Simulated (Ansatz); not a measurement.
# P₂ (quintet): from Hartree-Fock to the top rungs, cc-pVDZ

Aim: climb from Hartree-Fock through coupled cluster and multireference methods for P₂ (quintet) at one geometry and basis, and see what each rung misses.

The runs use Ansatz 0.2.0, Gaussian basis; cc-pVDZ, core rule «outside noble gas», up to 10 orbitals frozen.

Plan: UHF; CCSD(T) on ROHF; CCSD(T) on UHF; BCCD(T) on ROHF; CISD; CCSDT(Q) on ROHF; CCSDT(Q) on UHF; CASSCF and MRCISD+Q, 10 electrons in 8 orbitals; CASSCF and NEVPT4(SD), 10 electrons in 8 orbitals; CASSCF and NEVPT2, 10 electrons in 8 orbitals.

19 further runs of the same task are left out: 7 that didn't finish, 12 set aside as unsound or not needed.

## (1) The system

The geometry is a PBE0/def2-TZVP stationary point (not a proven minimum) of the parent state, kept for this charge and spin.

2 atoms, charge 0, spin multiplicity 5.

Atoms are counted from 1 here; the program's logs count them from 0.

Bond lengths: P1–P2 2.056 Å.

## (2) UHF

Input file in.yaml:

```yaml
crystal:
  periodic: [false, false, false]
  atoms:
    - {symbol: P, position_ang: [0.000000, 0.000000, 0.000000]}
    - {symbol: P, position_ang: [0.000000, 0.000000, 2.055800]}
basis:
  gaussian: {orbitals: cc-pVDZ}
magnetization: {spin_polarized: true, initial_magnetization: 4}
hamiltonian: {xc: hf}
output: {orbitals: {seedname: orbitals}}
```

On the command line:

```console
$ ansatz run in.yaml --threads 1 --pin off --events-out ev --progress --plain --max-ram 2393MiB
```

The runs that follow: CCSD(T) on ROHF; CCSD(T) on UHF; BCCD(T) on ROHF; CISD; CCSDT(Q) on ROHF; CCSDT(Q) on UHF; CASSCF and MRCISD+Q, 10 electrons in 8 orbitals; CASSCF and NEVPT4(SD), 10 electrons in 8 orbitals; CASSCF and NEVPT2, 10 electrons in 8 orbitals.

Q: Predict the results of all the runs planned. Wanted: UCCSDT(Q) below the RHF energy; RMP2 from UCCSDT(Q); UMP2 from UCCSDT(Q); RCCSD from UCCSDT(Q); RCCSD(T) from UCCSDT(Q); UCCSD(T) from UCCSDT(Q); RCCSDT(Q) from UCCSDT(Q); NEVPT2 valence from UCCSDT(Q); NEVPT4(SD) valence from UCCSDT(Q).

The runs gave:

```
                         quantity                                                                     value
   UCCSDT(Q) below the RHF energy                                                                -5.2370 eV
              RMP2 from UCCSDT(Q)                                                             +100.1 kJ/mol
              UMP2 from UCCSDT(Q)                                                             +106.3 kJ/mol
             RCCSD from UCCSDT(Q)                                                              +15.5 kJ/mol
          RCCSD(T) from UCCSDT(Q)                                                               +3.6 kJ/mol
          UCCSD(T) from UCCSDT(Q)                                                               +3.5 kJ/mol
         RCCSDT(Q) from UCCSDT(Q)                                                                0.0 kJ/mol
    NEVPT2 valence from UCCSDT(Q)                                                             +101.8 kJ/mol
NEVPT4(SD) valence from UCCSDT(Q)                                                               +5.2 kJ/mol
  MRCISD+Q valence from UCCSDT(Q)                                                               -1.1 kJ/mol
levels within 1 kcal/mol (43 meV)  RCCSD(T), UCCSD(T), BCCD(T), RCCSDT, UCCSDT, RCCSDT(Q), MRCISD+Q valence
                    T1 diagnostic                                                                     0.020
   effectively unpaired electrons                                                                      4.01
```

RCCSD(T) misses by +3.6 kJ/mol, 0.7 % of the correlation energy. One determinant dominates. Of the multireference levels listed MRCISD+Q valence comes nearest in total energy (-1.1 kJ/mol), which doesn't show that its space is the better one. These misses are within one basis, not against nature; the frozen cores of restricted and unrestricted runs differ, which can shift their rows.
